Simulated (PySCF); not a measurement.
## The first ionisation energy along group 15

All values are computed (PySCF 2.14, energy differences of UHF-based or UKS calculations, no spin-orbit coupling). Values in eV. The last column holds reference values (NIST; (s) semi-empirical, (t) theoretical, else measured). Unmarked ones compare directly (S terms, centres of terms, or small fine structure); those marked * lie between the lowest fine-structure levels and include a spin-orbit shift.

```json
{"element": "N (aug-cc-pVQZ, non-relativistic)", "configurations": "[He] 2s2 2p3 → [He] 2s2 2p2", "MP2 (valence)": "14.619", "SCS-MP2 (valence)": "14.354", "CCSD (valence)": "14.471", "CCSD(T) (valence)": "14.500", "LDA": "15.007", "PBE0": "14.702", "reference": "14.545"}
{"element": "P (aug-cc-pV(Q+d)Z, non-relativistic)", "configurations": "[Ne] 3s2 3p3 → [Ne] 3s2 3p2", "MP2 (valence)": "10.526", "SCS-MP2 (valence)": "10.345", "CCSD (valence)": "10.447", "CCSD(T) (valence)": "10.501", "LDA": "10.578", "PBE0": "10.530", "reference": "10.526"}
{"element": "As (aug-cc-pVQZ-PP with ECP10MDF, ECP)", "configurations": "[Ar] 3d10 4s2 4p3 → [Ar] 3d10 4s2 4p2", "MP2 (valence)": "9.931", "SCS-MP2 (valence)": "9.778", "CCSD (valence)": "9.887", "CCSD(T) (valence)": "9.928", "LDA": "9.981", "PBE0": "9.912", "reference": "10.008"}
{"element": "Sb (aug-cc-pVQZ-PP with ECP28MDF, ECP)", "configurations": "[Kr] 4d10 5s2 5p3 → [Kr] 4d10 5s2 5p2", "MP2 (valence)": "9.027", "SCS-MP2 (valence)": "8.898", "CCSD (valence)": "9.001", "CCSD(T) (valence)": "9.039", "LDA": "9.121", "PBE0": "9.040", "reference": "9.124"}
{"element": "Bi (aug-cc-pVQZ-PP with ECP60MDF, ECP)", "configurations": "[Xe] 4f14 5d10 6s2 6p3 → [Xe] 4f14 5d10 6s2 6p2", "MP2 (valence)": "8.588", "SCS-MP2 (valence)": "8.470", "CCSD (valence)": "8.590", "CCSD(T) (valence)": "8.618", "LDA": "8.753", "PBE0": "8.639", "reference": "7.286 *"}
```

```tsv
method	elements	mean error (eV)	mean absolute error (eV)	largest error (eV)
MP2 (valence)	4	-0.025	0.062	-0.097
SCS-MP2 (valence)	4	-0.207	0.207	-0.230
CCSD (valence)	4	-0.099	0.099	-0.124
CCSD(T) (valence)	4	-0.059	0.059	-0.086
LDA	4	0.121	0.136	0.462
PBE0	4	-0.005	0.085	0.157
```

For Bi a determinant mixes LS terms or the coupling is close to jj, so these rows are model values.

Errors include the incompleteness of the basis and the frozen core.

"Valence" correlates the outer s and p shells and, in groups 3 to 12 and the f block, the outer d or f shell, open or full, or the next shell where the ion has no valence electron left; the wider scheme adds the next inner shell.
